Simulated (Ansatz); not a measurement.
**Cl2 (chlorine), step by step**

Aim: a series of 56 runs (HF/STO-3G, UHF/STO-3G, HF/3-21G, UHF/3-21G, HF/6-31G*, UHF/6-31G*, B3LYP/6-31G*, UB3LYP/6-31G*, and more) of Cl2. 

The results are computed with Ansatz 0.2.0.

## (1) Starting point

Cl2 has 2 atoms, charge 0, and is taken as a singlet. As SMILES, `ClCl`. Geometry: relaxed at PBE0-D4/def2-TZVP. The run starts from this shape.

Bond lengths: Cl1–Cl2 1.982 Å.

## (2) A geometry optimisation at HF/STO-3G (paw set gaussian, start density atoms) (run 1)

The input, job.yaml:

```yaml
crystal:
  periodic: [false, false, false]
  atoms:
    - {symbol: Cl, position_ang: [0.845690, -0.281600, 0.433600]}
    - {symbol: Cl, position_ang: [-0.845690, 0.281600, -0.433600]}
basis:
  gaussian:
    orbitals: STO-3G
hamiltonian:
  xc: hf
relax:
  f_tol: 0.002
output: {orbitals: {seedname: orbitals}}
```

Command:

```console
$ ansatz run job.yaml --threads 1 --pin off --max-ram 3480MiB --events-out events.jsonl --progress --plain --runs-dir runs
```

Log:

```text
Warning: RAYON_NUM_THREADS=1 ignored (pool sized by the plan → 1); use --threads N
The last accepted step is kept in runs//last_step.txt (removed where the run ends without a failure and the disk answers)
[... 49 lines left out ...]
Total energy: -24738.28426657 eV, -909.1151785849 hartree
[... 2 lines left out ...]
Dipole moment:     0.000000    -0.000000     0.000000 e Å
```

Run time: 0.91 s. Hardware: 1 thread of Arm Neoverse V2, shared host.

Steps, from the record of the run:

```
step  energy from the first frame kept (eV)  largest force (eV/Å)
   1                                 0.0000                2.9689
   2                                -0.0688                1.5225
   3                                -0.1119                0.2053
   4                                -0.1126                0.0102
   5                                -0.1126                0.0161
   6                                -0.1126                0.0000
```

After the run. Bond lengths: Cl1–Cl2 2.063 Å.

## (3) Vibrational wavenumbers at HF/STO-3G (paw set gaussian, start density atoms) (run 2)

The input, job.yaml:

```yaml
crystal:
  periodic: [false, false, false]
  atoms:
    - {symbol: Cl, position_ang: [0.879948, -0.293007, 0.451165]}
    - {symbol: Cl, position_ang: [-0.879948, 0.293007, -0.451165]}
basis:
  gaussian:
    orbitals: STO-3G
hamiltonian:
  xc: hf
phonons:
  temperatures: {t_min: 298.15, t_max: 298.15, t_step: 1}
```

Command:

```console
$ ansatz run job.yaml --threads 1 --pin off --max-ram 3480MiB --events-out events.jsonl --progress --plain --runs-dir runs
```

Log:

```text
Warning: RAYON_NUM_THREADS=1 ignored (pool sized by the plan → 1); use --threads N
[... 44 lines left out ...]
Total energy: -24738.28426657 eV, -909.1151785849 hartree
[... 2 lines left out ...]
Dipole moment:    -0.000000    -0.000000    -0.000000 e Å
Vibrations: 690.30 cm⁻¹, zero-point energy 0.042793 eV
```

It took 0.4 s on 1 thread of Arm Neoverse V2, shared host.

Runs 3 to 14 aren't shown in full; the table further down has their settings and results.

## (4) The doublet cation: the energy at UB3LYP/6-31G(d) (Cartesian functions, paw set gaussian, start density atoms) (run 15)

The input, job.yaml:

```yaml
crystal:
  periodic: [false, false, false]
  atoms:
    - {symbol: Cl, position_ang: [0.870960, -0.290015, 0.446557]}
    - {symbol: Cl, position_ang: [-0.870960, 0.290015, -0.446557]}
basis:
  gaussian: {orbitals: "6-31G*"}
total_charge: 1
magnetization: {spin_polarized: true, initial_magnetization: 1}
hamiltonian: {xc: {name: B3LYP}}
```

Command:

```console
$ ansatz run job.yaml --threads 1 --pin off --max-ram 3480MiB --events-out events.jsonl --progress --plain --runs-dir runs
```

Log:

```text
Warning: RAYON_NUM_THREADS=1 ignored (pool sized by the plan → 1); use --threads N
Functional definition: B3LYP
  name "B3LYP"
  parameter a0 = 0.2
  parameter ax = 0.72
  parameter ac = 0.81
  exchange = (1 - a0 - ax)*slater_x + ax*b88_x + a0*exact_x
  correlation = (1 - ac)*vwn_rpa_c + ac*lyp_c
332 factors; integrals over basis functions are off by at most 1.1e-3 eV
mean field evaluation 1: about -25031.9818 eV, gradient 8.5e0 eV
mean field evaluation 2: about -25032.2333 eV, gradient 5.2e0 eV
mean field evaluation 4: about -25032.3623 eV, gradient 1.7e-1 eV
mean field evaluation 8: about -25032.3724 eV, gradient 1.8e-3 eV
mean field evaluation 16: about -25032.3730 eV, gradient 6.3e-2 eV
mean field -25032.37235555 eV, -919.9227165151 hartree, gradient 2.0e-5 eV, S^2 0.752200; 1 other end points of the search recorded, 0 dependent functions left out
reference -25032.37249762 eV, -919.9227217362 hartree; 17, 16 occupied and 21, 22 virtual orbitals, 332 factors
Total energy: -25032.37249762 eV, -919.9227217362 hartree
```

It took 1.3 s on 1 thread of Arm Neoverse V2, shared host.

Runs 16 to 55 aren't shown in full; the table further down has their settings and results.

## (5) The doublet cation: a structure relaxation at USVWN5/def2-TZVP (paw set gaussian, start density atoms) (run 56)

The input, run.yaml:

```yaml
crystal:
  periodic: [false, false, false]
  atoms:
    - {symbol: Cl, position_ang: [0.845955, -0.281688, 0.433736]}
    - {symbol: Cl, position_ang: [-0.845955, 0.281688, -0.433736]}
basis:
  gaussian: {orbitals: def2-TZVP}
total_charge: 1
magnetization: {spin_polarized: true, initial_magnetization: 1}
hamiltonian: {xc: {name: SVWN5}}
relax: {}
```

Command:

```console
$ ansatz run run.yaml --threads 1 --pin off --max-ram 3480MiB --events-out events.jsonl --progress --plain --runs-dir runs
```

Log (excerpt; [...] marks lines left out):

```text
Warning: RAYON_NUM_THREADS=1 ignored (pool sized by the plan → 1); use --threads N
[...]
Functional definition: SVWN5
  name "SVWN5"
[...]
512 factors; their error is unknown
[...]
mean field -24953.24665826 eV, -917.0149007731 hartree, gradient 1.2e-5 eV, S^2 0.751026; 2 other end points of the search recorded, 0 dependent functions left out
[...]
reference -24953.24667878 eV, -917.0149015270 hartree; 17, 16 occupied and 57, 58 virtual orbitals, 512 factors
relax step   1: F+E_penalty+E_count = -24953.24665826 eV  Δ(F+E_penalty+E_count) = +0.000e0 eV  max|allowed force component| = 1.642e0 eV/Å  Δτ_max = 0.0000 Å  (71 SCF iters, accepted)
[...]
relax step   2: F+E_penalty+E_count = -24953.33880371 eV  Δ(F+E_penalty+E_count) = -9.215e-2 eV  max|allowed force component| = 1.933e-2 eV/Å  Δτ_max = 0.0440 Å  (24 SCF iters, accepted)
[...]
relax step   3: F+E_penalty+E_count = -24953.33881320 eV  Δ(F+E_penalty+E_count) = -9.491e-6 eV  max|allowed force component| = 1.272e-3 eV/Å  Δτ_max = 0.0004 Å  (20 SCF iters, accepted)
512 factors; their error is unknown
[...]
mean field -24953.33881320 eV, -917.0182874046 hartree, gradient 1.5e-5 eV, S^2 0.751041; 2 other end points of the search recorded, 0 dependent functions left out
[...]
reference -24953.33883342 eV, -917.0182881477 hartree; 17, 16 occupied and 57, 58 virtual orbitals, 512 factors
Total energy: -24953.33883342 eV, -917.0182881477 hartree
Atom 0 at     0.808017    -0.269055     0.414285 Å, force     0.001272    -0.000424     0.000652 eV/Å
Atom 1 at    -0.808017     0.269055    -0.414285 Å, force    -0.001272     0.000424    -0.000652 eV/Å
Dipole moment:     0.000000     0.000000    -0.000000 e Å
```

Run time: 3.6 s. Hardware: 1 thread of Arm Neoverse V2, shared host; peak memory 0.11 GiB.

Step by step:

```
step  energy from the first frame kept (eV)  largest force (eV/Å)
   1                                 0.0000                1.9244
   2                                -0.0921                0.0227
   3                                -0.0922                0.0015
```

After the run. Bond lengths: Cl1–Cl2 1.894 Å.

## (6) The series

```
run                                                                       level         task  walk f tol  partner    energy (Eh)  wall time
  1                           HF/STO-3G (paw set gaussian, start density atoms)     optimise       0.002     base    -909.115179     0.91 s
  2                           HF/STO-3G (paw set gaussian, start density atoms)  frequencies           –     base    -909.115179      0.4 s
  3                          UHF/STO-3G (paw set gaussian, start density atoms)       energy           –   cation    -908.714076      0.2 s
  4                          UHF/STO-3G (paw set gaussian, start density atoms)     optimise           –   cation    -908.715098     0.62 s
  5                            HF/3-21G (paw set gaussian, start density atoms)     optimise       0.002     base    -914.543934     0.72 s
  6                            HF/3-21G (paw set gaussian, start density atoms)  frequencies           –     base    -914.543931     0.58 s
  7                           UHF/3-21G (paw set gaussian, start density atoms)       energy           –   cation    -914.114082     0.62 s
  8                           UHF/3-21G (paw set gaussian, start density atoms)     optimise           –   cation    -914.132530      2.6 s
  9      HF/6-31G* (Cartesian functions, paw set gaussian, start density atoms)     optimise       0.002     base    -918.912817      1.1 s
 10      HF/6-31G* (Cartesian functions, paw set gaussian, start density atoms)  frequencies           –     base    -918.912817      1.8 s
 11     UHF/6-31G* (Cartesian functions, paw set gaussian, start density atoms)       energy           –   cation    -918.496160     0.66 s
 12     UHF/6-31G* (Cartesian functions, paw set gaussian, start density atoms)     optimise           –   cation    -918.502076      3.6 s
 13   B3LYP/6-31G* (Cartesian functions, paw set gaussian, start density atoms)     optimise       0.002     base    -920.349878      2.8 s
 14   B3LYP/6-31G* (Cartesian functions, paw set gaussian, start density atoms)  frequencies           –     base    -920.349878      3.6 s
 15  UB3LYP/6-31G* (Cartesian functions, paw set gaussian, start density atoms)       energy           –   cation    -919.922722      1.3 s
 16  UB3LYP/6-31G* (Cartesian functions, paw set gaussian, start density atoms)     optimise           –   cation    -919.926639      3.9 s
 17                        PBE/def2-SVP (paw set gaussian, start density atoms)     optimise       0.002     base    -919.690647      1.7 s
 18                        PBE/def2-SVP (paw set gaussian, start density atoms)  frequencies           –     base    -919.690647      1.8 s
 19                       UPBE/def2-SVP (paw set gaussian, start density atoms)       energy           –   cation    -919.276490        1 s
 20                       UPBE/def2-SVP (paw set gaussian, start density atoms)     optimise           –   cation    -919.279277      3.6 s
 21     MP2/6-31G* (Cartesian functions, paw set gaussian, start density atoms)     optimise       0.002     base    -919.171393      1.5 s
 22     MP2/6-31G* (Cartesian functions, paw set gaussian, start density atoms)  frequencies           –     base    -919.171393      2.3 s
 23    UMP2/6-31G* (Cartesian functions, paw set gaussian, start density atoms)       energy           –   cation    -918.743283     0.86 s
 24    UMP2/6-31G* (Cartesian functions, paw set gaussian, start density atoms)     optimise           –   cation  not converged       45 s
 25                        CCSD/cc-pVDZ (paw set gaussian, start density atoms)     optimise       0.002     base    -919.257787      7.2 s
 26                        CCSD/cc-pVDZ (paw set gaussian, start density atoms)  frequencies           –     base    -919.257787      8.7 s
 27                       UCCSD/cc-pVDZ (paw set gaussian, start density atoms)       energy           –   cation    -918.837544      2.3 s
 28                       UCCSD/cc-pVDZ (paw set gaussian, start density atoms)     optimise           –   cation    -918.842233       15 s
 29                        BLYP/cc-pVTZ (paw set gaussian, start density atoms)     optimise       0.002     base    -920.405192      3.9 s
 30                        BLYP/cc-pVTZ (paw set gaussian, start density atoms)  frequencies           –     base    -920.405192      3.9 s
 31                       UBLYP/cc-pVTZ (paw set gaussian, start density atoms)       energy           –   cation    -919.995563      1.8 s
 32                       UBLYP/cc-pVTZ (paw set gaussian, start density atoms)     optimise           –   cation    -919.998866      7.8 s
 33                          HF/cc-pVTZ (paw set gaussian, start density atoms)     optimise       0.002     base    -918.998773      1.9 s
 34                          HF/cc-pVTZ (paw set gaussian, start density atoms)  frequencies           –     base    -918.998773      2.7 s
 35                         UHF/cc-pVTZ (paw set gaussian, start density atoms)       energy           –   cation    -918.591802      1.9 s
 36                         UHF/cc-pVTZ (paw set gaussian, start density atoms)     optimise           –   cation    -918.598889      5.1 s
 37                  wB97M-V/def2-TZVPD (paw set gaussian, start density atoms)     optimise       0.002     base    -920.348466       15 s
 38                  wB97M-V/def2-TZVPD (paw set gaussian, start density atoms)  frequencies           –     base    -920.348466       22 s
 39                U-wB97M-V/def2-TZVPD (paw set gaussian, start density atoms)       energy           –   cation    -919.924265      8.1 s
 40                U-wB97M-V/def2-TZVPD (paw set gaussian, start density atoms)     optimise           –   cation    -919.929356       38 s
 41                PBE-D3(BJ)/def2-TZVP (paw set gaussian, start density atoms)     optimise       0.002     base    -920.022185      3.3 s
 42                PBE-D3(BJ)/def2-TZVP (paw set gaussian, start density atoms)  frequencies           –     base    -920.022185      4.2 s
 43               UPBE-D3(BJ)/def2-TZVP (paw set gaussian, start density atoms)       energy           –   cation    -919.610552      1.7 s
 44               UPBE-D3(BJ)/def2-TZVP (paw set gaussian, start density atoms)     optimise           –   cation    -919.614023      5.1 s
 45                     CCSD(T)/cc-pVDZ (paw set gaussian, start density atoms)     optimise       0.002     base    -919.264368      7.8 s
 46                     CCSD(T)/cc-pVDZ (paw set gaussian, start density atoms)  frequencies           –     base    -919.264368       10 s
 47                    UCCSD(T)/cc-pVDZ (paw set gaussian, start density atoms)       energy           –   cation    -918.847248      2.2 s
 48                    UCCSD(T)/cc-pVDZ (paw set gaussian, start density atoms)     optimise           –   cation    -918.851539       19 s
 49                    r2SCAN/def2-TZVP (paw set gaussian, start density atoms)     optimise       0.002     base    -920.328078      7.2 s
 50                    r2SCAN/def2-TZVP (paw set gaussian, start density atoms)  frequencies           –     base    -920.328078      7.5 s
 51                  U-r2SCAN/def2-TZVP (paw set gaussian, start density atoms)       energy           –   cation    -919.910666      4.2 s
 52                  U-r2SCAN/def2-TZVP (paw set gaussian, start density atoms)     optimise           –   cation    -919.914773       15 s
 53                     SVWN5/def2-TZVP (paw set gaussian, start density atoms)     optimise       0.002     base    -917.431816      1.6 s
 54                     SVWN5/def2-TZVP (paw set gaussian, start density atoms)  frequencies           –     base    -917.431816      2.9 s
 55                    USVWN5/def2-TZVP (paw set gaussian, start density atoms)       energy           –   cation    -917.014902      1.2 s
 56                    USVWN5/def2-TZVP (paw set gaussian, start density atoms)     optimise           –   cation    -917.018288      3.6 s
```

## (7) Summary of results

| quantity | value |
| --- | --- |
| doublet cation, run 56: total energy at the end | -917.01829 Eh |
| doublet cation, run 56: bond length | 1.894 Å |
| doublet cation, run 56: ⟨S²⟩ | 0.751 |
| vertical ionisation energy (to the doublet cation), HF/STO-3G | 10.915 eV |
| vertical ionisation energy (to the doublet cation), B3LYP/6-31G* | 11.624 eV |
| vertical ionisation energy (to the doublet cation), CCSD/cc-pVDZ | 11.435 eV |
| adiabatic ionisation energy (to the doublet cation, no zero-point term), HF/3-21G | 11.195 eV |
| adiabatic ionisation energy (to the doublet cation, no zero-point term), CCSD/cc-pVDZ | 11.308 eV |
| adiabatic ionisation energy (to the doublet cation, no zero-point term), BLYP/cc-pVTZ | 11.057 eV |
| adiabatic ionisation energy (to the doublet cation, no zero-point term), PBE-D3(BJ)/def2-TZVP | 11.107 eV |
| adiabatic ionisation energy (to the doublet cation, no zero-point term), CCSD(T)/cc-pVDZ | 11.234 eV |

In words: At HF/STO-3G: removing an electron at fixed nuclei costs 10.91 eV (1053 kJ/mol). In a minimal basis such a difference can be off by several eV, whatever the method. At B3LYP/6-31G*: removing an electron at fixed nuclei costs 11.62 eV (1121 kJ/mol). At CCSD/cc-pVDZ: the vertical ionisation energy comes to 11.44 eV (264 kcal/mol). At HF/3-21G: the adiabatic ionisation energy (to the doublet cation, no zero-point term) is 11.19 eV (258 kcal/mol). Its partner is spin-contaminated (⟨S²⟩ = 1.76 against 0.75), so the difference is in doubt. Totals of different functionals can't be ranked against each other. In runs 1, 2, 3, 4 the basis is minimal, so the values are rough. Spin contamination of the reference: run 8 ⟨S²⟩ = 1.76, run 7 ⟨S²⟩ = 0.94. Where it is this large, the reference is a mixture of spin states, and values that rest on it are in doubt. All runs together took 5.4 min, the longest 45 s. 1 of the 56 runs did not end normally.
